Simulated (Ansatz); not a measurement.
Process, species as SMILES: [O]Cl (O-Cl) → ClO+ (triplet, bonded as [O]Cl) + e-
B3LYP-D3(BJ)/def2-TZVP geometries, fixed; electronic energies without zero-point terms.

Basis-set convergence of the adiabatic ionisation energy at PBE0 with Ansatz (an electronic-structure program). All functions are spherical. The program fits the integrals of some runs and decomposes those of others, by size. Open shells are unrestricted. No added dispersion term, no relativity. Functions are those of the species that has most. Reference: the value in aug-cc-pV(5+d)Z, 10.761 eV, itself unsure by roughly 0.003 eV (its mean distance from pcseg-4, aug-pcseg-3, aug-cc-pV(Q+d)Z). Deviations are taken from unrounded values.

```tsv
basis	functions	adiabatic ionisation energy (eV)	minus reference (eV)
pcseg-0	22	11.896	1.135
pcseg-1	32	10.953	0.192
aug-pcseg-1	50	10.957	0.196
def2-SVPD	50	11.054	0.294
pcseg-2	64	10.799	0.038
def2-TZVPD	86	10.774	0.013
def2-TZVPPD	91	10.774	0.014
aug-pcseg-2	96	10.804	0.043
pcseg-3	124	10.756	-0.005
def2-QZVPPD	145	10.762	0.002
aug-pcseg-3	174	10.762	0.001
pcseg-4	206	10.758	-0.003
```

The smallest set listed that lies within 0.1 eV of the reference with all its larger relatives (same family, alike in diffuse functions; a set with none counts only in the reference's own line) is pcseg-2 (64 functions, 0.038 eV off).
